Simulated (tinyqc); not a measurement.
Inside a calculation. Method: Hueckel theory of the pi electrons with the omega technique, for the molecule C=C(O)C=C[CH2+] (SMILES; centres numbered as the heavy atoms are written). One step of it, computed by the program tinyqc.

Task: Orbitals, round 2. Diagonalise; E = alpha + x beta with beta < 0, so the largest x are filled first; degenerate levels share their electrons. P = sum n_i c_ri c_si; each orbital has its largest coefficient positive (the first on a tie).

matrix after round 1, lower triangle:
```
          1C        2C        3O        4C        5C        6C
1C  0.130502
2C  1.000000  0.023378
3O  0.000000  0.860000  2.200170
4C  0.000000  1.000000  0.000000  0.154275
5C  0.000000  0.000000  0.000000  1.000000  0.001759
6C  0.000000  0.000000  0.000000  0.000000  1.000000  0.159915
```

pi electrons, sum of z_r less the charge = 6

Give: x values; occupations; coefficients; charge and bond-order matrix P.

Result:

x values: 2.6314  1.6378  0.9405  0.1482  -0.9827  -1.7053

occupations: 2.0000  2.0000  2.0000  0.0000  0.0000  0.0000

coefficients:
```
       MO1      MO2      MO3      MO4      MO5      MO6
1C  0.1715   0.1607   0.5693   0.5809   0.4385  -0.3016
2C  0.4289   0.2422   0.4611   0.0103  -0.4881   0.5536
3O  0.8552  -0.3704  -0.3148  -0.0043   0.1319  -0.1219
4C  0.2115   0.5489   0.1244  -0.5760  -0.0609  -0.5506
5C  0.0951   0.5721  -0.3633  -0.0068   0.5573   0.4702
6C  0.0385   0.3871  -0.4655   0.5750  -0.4877  -0.2521
```

charge and bond-order matrix P, lower triangle:
```
         1C       2C       3O      4C      5C      6C
1C   0.7586
2C   0.7500   0.9104
3O  -0.1842   0.2638   1.9355
4C   0.3905   0.5620  -0.1231  0.7229
5C  -0.1973   0.0235  -0.0324  0.5778  0.9366
6C  -0.3924  -0.2088   0.0721  0.3254  0.7884  0.7359
```
